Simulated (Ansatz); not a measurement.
Geometry optimisation, RKS PBE0-D4/6-31G* in Ansatz.

The input (input.yaml):

```yaml
crystal:
  periodic: [false, false, false]
  atoms:
    - { symbol: Al, position_ang: [-0.036021, -0.385623, 0.094309] }
    - { symbol: O, position_ang: [-0.03361, -0.66891, 1.8224] }
    - { symbol: H, position_ang: [-0.881834, -0.722638, 2.27357] }
    - { symbol: H, position_ang: [1.365396, -0.442114, -0.640769] }
    - { symbol: H, position_ang: [-1.428656, -0.217723, -0.665215] }
    - { symbol: Si, position_ang: [0.144092, 2.9555, 1.174692] }
    - { symbol: H, position_ang: [0.779032, 3.435702, 2.429552] }
    - { symbol: H, position_ang: [0.970537, 3.331064, -0.001861] }
    - { symbol: H, position_ang: [-1.222081, 3.52644, 1.031025] }
    - { symbol: H, position_ang: [0.028345, 1.484101, 1.261398] }
basis:
  gaussian: { orbitals: "6-31G*" }
hamiltonian:
  xc: pbe0
  dispersion: d4
relax:
  f_tol: 0.03
  max_steps: 50
```

Run as:

```bash
$ ansatz run input.yaml --threads 1 --pin off --max-ram 2048MiB --backend cpu --events-out ev --progress --plain --runs-dir out
```

Where does it end, and by what steps?

It converged. After 17 steps the energy has fallen by 0.215 eV; H3 moved furthest, 0.87 Å.

| step | energy less start (eV) | largest force component (eV/Å) | accepted |
| --- | --- | --- | --- |
| 0 | 0.0000 | 0.828 | yes |
| 1 | -0.0729 | 0.661 | yes |
| 2 | -0.1181 | 0.684 | yes |
| 3 | -0.1425 | 0.719 | yes |
| 4 | -0.1534 | 0.518 | yes |
| 5 | -0.1630 | 0.494 | yes |
| 6 | -0.1705 | 0.370 | yes |
| 7 | -0.1784 | 0.189 | yes |
| 8 | -0.1841 | 0.187 | yes |
| 9 | -0.1913 | 0.273 | yes |
| 10 | -0.1961 | 0.235 | yes |
| 11 | -0.1927 | 0.344 | no |
| 12 | -0.2096 | 0.176 | yes |
| 13 | -0.2138 | 0.042 | yes |
| 14 | -0.2144 | 0.042 | yes |
| 15 | -0.2149 | 0.054 | yes |
| 16 | -0.2152 | 0.036 | yes |
| 17 | -0.2154 | 0.024 | yes |

```xyz
10
Properties=species:S:1:pos:R:3
Al 0.059 -0.163 0.387
O -0.253 -1.287 1.651
H -1.164 -1.460 1.906
H 1.571 -0.030 -0.071
H -1.165 0.479 -0.417
Si 0.122 2.979 1.046
H 1.030 3.828 1.859
H 0.569 2.918 -0.366
H -1.284 3.438 1.154
H 0.201 1.594 1.630
```

Whether the end is a true minimum wasn't checked by a vibrational analysis.

The run took 55 s on 1 thread of Arm Neoverse V1, on a shared host, peak memory 0.14 GiB.
